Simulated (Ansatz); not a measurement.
**How far each method lies from UCCSDT(Q) for H2As–AsH2, triplet**

Geometry: that of the H2As–AsH2, singlet, kept fixed. The singlet lies 4.5 eV lower here.

```
atom    x (Å)    y (Å)    z (Å)
  As   0.0276   0.0000   1.2417
  As   0.0276   0.0000  -1.2417
   H  -1.0276   1.0883   1.3713
   H  -1.0267  -1.0892   1.3713
   H  -1.0276   1.0883  -1.3713
   H  -1.0267  -1.0892  -1.3713
```

Basis cc-pVTZ; Ansatz 0.2.0. Correlated methods freeze the noble-gas cores and the filled d shells of p-block atoms, which leaves 14 electrons in 114 orbitals. R marks a restricted (for open shells ROHF) determinant, U an unrestricted one. Active spaces: valence = (14e, 12o) chosen from the atoms' valence shells. No spin–orbit coupling is included, and no scalar relativity.

Full CI isn't at hand for all of this; UCCSDT(Q) serves as the reference, and is uncertain by the last step of the cluster series or more. The frozen core follows each run's orbitals, which can shift R against U totals by a few meV for light atoms and by up to 0.1 eV past Ca.

The UHF ⟨S²⟩ is 2.023, the T1 diagnostic (RCCSD) is 0.0201 and the largest doubles amplitude (RCCSD) is 0.044. The T1 diagnostic (UCCSD) is 0.0172.

| level | E − E(UCCSDT(Q)) (meV) | wall time |
| --- | --- | --- |
| UHF | 9151 | – |
| UMP2 | 1628 | – |
| UCCSD | 415 | – |
| UCCSD(T) | 68 | 11 s (H100) |
| UCCSDT | 18 | – |

Run but not shown, since their state, orbitals or frozen core can't be matched to the reference's or they repeat it: RHF, RMP2, RCCSD, RCCSD(T), BCCD(T), RCCSDT, RCCSDT(Q), CASSCF (valence space), NEVPT2 (valence space).

Times hold each run's SCF and search for its determinant on a shared host, so for small cases they say little of a method's own cost.

Natural occupations of CASSCF (valence space) about the gap: 1.973 1.968 1.968 1.964 1.006 0.998 0.042 0.036 0.035 0.026; effectively unpaired electrons, Σ n²(2−n)², 2.04.
